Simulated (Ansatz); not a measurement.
Process, species as SMILES: C#CC → C1=CC1
B3LYP-D3(BJ)/def2-TZVP geometries, fixed; electronic energies without zero-point terms.
Largest species:
```xyz
7

C     -0.0011    -0.0004     0.2181
C     -0.0068    -0.0029     1.4176
C      0.0060     0.0025    -1.2360
H     -0.0119    -0.0051     2.4795
H      0.0152     1.0232    -1.6237
H      0.8874    -0.5130    -1.6226
H     -0.8790    -0.5002    -1.6311
```

Basis-set convergence of the isomerisation energy at CCSD(T) with Ansatz (a program for electronic structure). Cartesian d functions, on some or all atoms, in 6-31G*, 6-31+G*; all else is spherical. Cores are frozen. No added dispersion term, no relativity. Functions are those of the species that has most. Reference: Hartree-Fock in cc-pVQZ plus the correlation part extrapolated as X^-3 from cc-pVTZ and cc-pVQZ, 23.43 kcal/mol, itself unsure by roughly 0.02 kcal/mol (a third of the extrapolation step and of the last Hartree-Fock step). Deviations are taken from unrounded values.

```csv
basis,functions,isomerisation energy (kcal/mol)
6-31G*,53,22.20
6-31+G*,65,22.65
cc-pVDZ,62,22.78
aug-cc-pVDZ,105,22.73
def2-SVP,62,21.35
def2-SVPD,92,22.16
pcseg-1,62,23.24
aug-pcseg-1,105,24.04
6-311G**,78,23.25
6-311+G**,90,23.41
def2-TZVP,117,23.65
def2-TZVPD,147,23.77
cc-pVTZ,146,23.47
aug-cc-pVTZ,230,23.59
pcseg-2,146,23.24
aug-pcseg-2,230,24.15
def2-TZVPP,149,23.35
def2-TZVPPD,179,23.47
def2-QZVPP,291,23.34
def2-QZVPPD,321,23.33
```

What the diffuse functions change, pair by pair:
- 6-31G* to 6-31+G*: 12 more functions, deviation -1.23 to -0.78 kcal/mol
- cc-pVDZ to aug-cc-pVDZ: 43 more functions, deviation -0.65 to -0.70 kcal/mol
- def2-SVP to def2-SVPD: 30 more functions, deviation -2.08 to -1.27 kcal/mol
- pcseg-1 to aug-pcseg-1: 43 more functions, deviation -0.19 to 0.61 kcal/mol
- 6-311G** to 6-311+G**: 12 more functions, deviation -0.18 to -0.02 kcal/mol
- def2-TZVP to def2-TZVPD: 30 more functions, deviation 0.22 to 0.35 kcal/mol
- cc-pVTZ to aug-cc-pVTZ: 84 more functions, deviation 0.04 to 0.16 kcal/mol
- pcseg-2 to aug-pcseg-2: 84 more functions, deviation -0.19 to 0.72 kcal/mol
- def2-TZVPP to def2-TZVPPD: 30 more functions, deviation -0.08 to 0.05 kcal/mol
- def2-QZVPP to def2-QZVPPD: 30 more functions, deviation -0.09 to -0.10 kcal/mol

They bring the value nearer the reference by more than 0.02 kcal/mol in 4 of 10 pairs.
